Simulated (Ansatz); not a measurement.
Mulliken charges of AlBClH$_{3}$, SMILES `[AlH2][BH]Cl` from r2SCAN/def2-TZVPP in Ansatz (PBE0-D4/def2-TZVP geometry).

| atom | x (Å) | y (Å) | z (Å) | charge (e) |
| --- | --- | --- | --- | --- |
| Al1 | -0.701 | 0.444 | -0.653 | 0.392 |
| B2 | 0.862 | -0.302 | 0.584 | 0.045 |
| Cl3 | 0.537 | -1.764 | 1.500 | -0.125 |
| H4 | -0.841 | -0.040 | -2.162 | -0.159 |
| H5 | -1.777 | 1.460 | -0.070 | -0.159 |
| H6 | 1.962 | 0.138 | 0.755 | 0.005 |

By hand: the dipole of these point charges (1 e Å = 4.8032 D).

Σ q r = (0.123, 0.156, -0.059) e Å, of length 0.207 e Å = 0.99 D.

How does the dipole of the full density compare? (Best estimate.)

Computed: (0.070, 0.093, -0.037) e Å, 0.59 D; the point charges give 1.68 times that, at 2° from its direction.

Point charges leave out the atoms' own dipoles, such as those of lone pairs, and Mulliken's split depends on the basis, so the two needn't agree.
